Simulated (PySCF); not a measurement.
A geometry optimisation on `CN=O` (nitrosomethane).

Method: B3LYP/def2-TZVP geometry optimisation, gas phase (PySCF 2.14.0). Start geometry: GFN2-xTB. A driver script takes a list of jobs; this job's settings line and coordinates (Å) are shown.

Input:
```
{"job": {"xc": "B3LYP", "basis": "def2-TZVP", "grid": 1, "kind": "geom"}, "charge": 0, "multiplicity": 1}
C     -0.419450     0.042671     0.022199
N      0.870397    -0.586674     0.125548
O      1.831305     0.066936    -0.211709
H     -0.860599     0.013496     1.019441
H     -1.032091    -0.599293    -0.612054
H     -0.386440     1.064854    -0.364998
```

Output:
```
step   0  E = -169.86765391  max force = 0.025492
step   1  E = -169.86831853  max force = 0.003840
step   2  E = -169.86845639  max force = 0.002937
step   3  E = -169.86857325  max force = 0.001522
step   4  E = -169.86874812  max force = 0.001905
step   5  E = -169.86883449  max force = 0.002553
step   6  E = -169.86886694  max force = 0.001438
step   7  E = -169.86887353  max force = 0.000570
step   8  E = -169.86887419  max force = 0.000146
optimisation converged
```

Energies in Eh; «max force» is the largest Cartesian gradient component in Eh/bohr.

Q: Give the first gradient maximum in eV/Å.

A: With 1 Eh/bohr = 51.422 eV/Å, 1.311 eV/Å.

Summary of the converged run: final energy -169.86887 Eh after 8 steps; dipole 2.45 D.

Q: Where do the atoms end?

A: 0.025 Å rms from the input after alignment:
```
atom  x, y, z in Å
C1    -0.4218   -0.0111   -0.0960
N2     0.9051   -0.5136    0.3233
O3     1.7617    0.3254    0.3392
H4    -1.1184   -0.2490    0.7113
H5    -0.7200   -0.6005   -0.9665
H6    -0.3986    1.0570   -0.3149
```

The run took 14 s wall on an Arm Neoverse V1 with one thread, no GPU (shared host), and the process peaked at 0.46 GiB of memory.
Labels such as C1 count atoms from 1, the log's own numbers from 0.
